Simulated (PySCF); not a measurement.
# diborane mono F

Geometry:
```csv
atom,x (Å),y (Å),z (Å)
B1,-0.133,0.874,-0.201
F2,-0.261,1.212,-1.489
H3,-0.202,1.755,0.575
H4,0.964,0.092,-0.022
B5,0.136,-0.877,0.243
H6,0.194,-1.712,-0.576
H7,0.249,-1.177,1.370
H8,-0.947,-0.166,0.100
```

Computed with GIAO wB97X-D/def2-SVP magnetisability, rotational g tensor and spin-rotation constants, non-relativistic, gas phase in PySCF 2.14.0. Geometry: GFN2-xTB.

(1) Give the nuclear spin-rotation constants along the inertial axes (H = +C I·J) beside the isotropic shieldings.

## Answers

(1) Rotational constants 42.5254, 7.6746, 6.8319 GHz.
| atom | isotope | Caa (kHz) | Cbb (kHz) | Ccc (kHz) | mean (kHz) | σ (ppm) |
| --- | --- | --- | --- | --- | --- | --- |
| B1 | 11B | 9.986 | 1.689 | 1.217 | 4.297 | 92.7 |
| F2 | 19F | 61.450 | 10.157 | -0.360 | 23.749 | 313.0 |
| H3 | 1H | -3.837 | 0.362 | -0.631 | -1.369 | 27.4 |
| H4 | 1H | -2.472 | -1.036 | -0.315 | -1.274 | 31.5 |
| B5 | 11B | 9.371 | 1.312 | 0.780 | 3.821 | 115.8 |
| H6 | 1H | -3.879 | 0.311 | -0.708 | -1.425 | 28.5 |
| H7 | 1H | 0.399 | -0.451 | -0.721 | -0.258 | 28.5 |
| H8 | 1H | -2.468 | -1.038 | -0.317 | -1.274 | 31.6 |

For the geometry as given, no vibrational averaging.
